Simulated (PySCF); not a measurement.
# Simulated absorption spectrum

C4H9Cl.
Z-matrix (Å and degrees, GFN2-xTB geometry), rows numbered from 1:
```
C 
C   1  1.5218
C   2  1.5217  1  111.48
C   2  1.5218  1  111.51  3  -125.37
Cl  2  1.8121  1  107.38  3   117.28
H   1  1.0883  2  109.59  3    62.69
H   1  1.0873  2  110.63  3   -57.16
H   1  1.0872  2  110.65  3  -177.44
H   3  1.0873  2  110.59  1    56.65
H   3  1.0883  2  109.65  1   -63.24
H   3  1.0872  2  110.59  1   176.88
H   4  1.0885  2  109.64  1    62.98
H   4  1.0874  2  110.61  1   -56.94
H   4  1.0874  2  110.59  1  -177.17
```

Level of theory: TDDFT CAM-B3LYP/def2-SVPD, vertical, gas phase, core orbitals frozen in the response in PySCF.

Each state is given a Gaussian of 0.3 eV full width at half maximum, with ε(max) = 2.175×10⁸ f / Δν̃ (Δν̃ the width in cm⁻¹). The width is an assumption, not a result. The curve ends short of the highest state used, and states not computed would add to its high-energy end.

| λ (nm) | ε (L mol⁻¹ cm⁻¹) |
| --- | --- |
| 142.4 | 1 |
| 144.0 | 16 |
| 145.7 | 201 |
| 147.3 | 1214 |
| 149.0 | 4512 |
| 150.6 | 9145 |
| 152.2 | 11453 |
| 153.9 | 8872 |
| 155.5 | 4510 |
| 157.2 | 1424 |
| 158.8 | 328 |
| 160.4 | 55 |
| 162.1 | 13 |
| 163.7 | 27 |
| 165.3 | 65 |
| 167.0 | 119 |
| 168.6 | 150 |
| 170.3 | 139 |
| 171.9 | 96 |
| 173.5 | 51 |
| 175.2 | 19 |
| 176.8 | 6 |
| 178.5 | 1 |
| 180.1 | 0 |

**Question.** Where are the band maxima, and which computed states make them?

**Answer.** 169 nm (7.34 eV), ε about 150, made up of S1 (50%) and S2 (50%); 152 nm (8.15 eV), ε about 11000, made up of S3 (50%) and S4 (50%) (ε in L mol⁻¹ cm⁻¹; maxima over ε = 5, shares over 10%). The states used: S1 7.33 eV (f 0.0008); S2 7.34 eV (f 0.0008); S3 8.15 eV (f 0.064); S4 8.15 eV (f 0.064); S5 9.28 eV (f 0.0016); S6 9.28 eV (f 0.0016); S7 9.31 eV (f 0.0003); S8 9.31 eV (f 0.0003).

**Question.** Coming from long wavelengths, where does ε first pass 100 L mol⁻¹ cm⁻¹?

**Answer.** At about 172 nm (7.22 eV), 0.12 eV below S1.

**Question.** What would ε be at 8.15 eV, the highest of these maxima, with half the width (0.15 eV)?

**Answer.** About 22900 L mol⁻¹ cm⁻¹ against 11500, a factor of about 2.00; a lone state at its own centre would give exactly 2.
